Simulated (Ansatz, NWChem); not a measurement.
## Exact exchange and the dipole moment of C3H6O (propylene oxide)

C3H6O has 10 atoms, charge 0, and is taken as a singlet. SMILES: `CC1CO1`. The coordinates come from a PBE0-D4/def2-TZVP relaxation.

The dipole moment y, in D, basis def2-SVP; a is the functional's share of exact exchange. Programs: Ansatz 0.2.0, NWChem 7.3.0.

| functional | program | a | y (D) |
| --- | --- | --- | --- |
| BLYP | NWChem | 0 | 1.76 |
| PBE | NWChem | 0 | 1.78 |
| B3LYP | NWChem | 0.2 | ? |
| PBE0 | Ansatz | 0.25 | 1.97 |
| BHLYP | NWChem | 0.5 | 2.13 |

Fit y = c + s·a to the known rows and predict B3LYP.


1. Means of the 4 rows: a = 0.1875, y = 1.910.
2. Σ(Δa)² = 0.17188, Σ(Δa·Δy) = 0.125, so the slope is 0.125/0.17188 = 0.72725.
3. Intercept: 1.910 − (0.72725) × 0.1875 = 1.774. The largest residual of the fit is 0.014.
4. B3LYP: 1.774 + (0.72725) × 0.2 = 1.92 D.

The run gave 1.93 D, so the prediction is off by -0.01 D, within the scatter of the fit. More exact exchange makes the molecule more polar here. The measured value is 2.01 D (NIST CCCBDB).
